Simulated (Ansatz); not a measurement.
# Several solutions for doublet BO2

```xyz
3

B     0.0000    0.0000    0.0000
O     0.0000    0.0000    1.2650
O     0.0000    0.0000   -1.2650
```

Basis set: def2-SVP (spherical functions). Charge 0, multiplicity 2.

ROHF was run from several starts with Ansatz (development build ahead of 0.2.0).

```tsv
run	program	start	converged	energy (hartree)	<S²>
A	Ansatz	stability test followed	yes	-174.27591	0.75
B	Ansatz	atomic start, no search	yes	-174.25614	0.75
C	Ansatz	search for the lowest state	yes	-174.27591	0.75
```

Q: Which runs reached the lowest solution of this kind, and what is wrong with the others?

A: A, C reached the lowest solution found. Converged but too high: B by 0.54 eV. Convergence only shows a stationary point, and even a stable one can lie too high; stability tests and further starts are what find lower ones.
